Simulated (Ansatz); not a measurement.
This geometry of C₂H₄OS (8 atoms, charge 0, multiplicity 1) is a first-order saddle point.

The calculation used Ansatz 0.2.0, RKS PBE/def2-mTZVP.

```xyz
8
Properties=species:S:1:pos:R:3
H -1.122 -1.329 -1.292
S 0.462 -1.725 -0.960
C -0.221 -0.309 -0.258
C 0.451 0.684 0.628
O -1.443 -0.174 -0.625
H -0.293 1.198 1.250
H 0.950 1.439 0.000
H 1.216 0.215 1.257
```

(1) Which two structures does it join? (They come from a converged band through this point; their orientation in space is the band's.)

(2) How far does it lie above each of them?

## Answers

(1) Bonds broken: H1–S2. Bonds formed: H1–O5.

First end point:

```xyz
8
Properties=species:S:1:pos:R:3
H -0.761 -1.969 -1.620
S 0.339 -1.594 -0.909
C -0.476 -0.114 -0.209
C 0.458 0.710 0.646
O -1.632 0.169 -0.439
H -0.131 1.291 1.366
H 1.003 1.413 -0.003
H 1.198 0.092 1.170
```

Last end point:

```xyz
8
Properties=species:S:1:pos:R:3
H -1.520 -0.940 -1.357
S 0.717 -1.896 -0.576
C -0.061 -0.472 -0.263
C 0.443 0.646 0.595
O -1.268 -0.172 -0.794
H -0.352 1.000 1.269
H 0.724 1.498 -0.046
H 1.317 0.334 1.173
```

(2) 1.19 eV above the first and 1.04 eV above the second. This is the barrier of this one path; another mechanism may lie lower. The orbitals stay closed-shell, which can raise the energy where a bond breaks towards radicals; this wasn't checked here.

Run time: 49 s on 2 threads of INTEL(R) XEON(R) PLATINUM 8581C CPU @ 2.30GHz (Emerald Rapids) (shared host), peak memory 0.18 GiB.
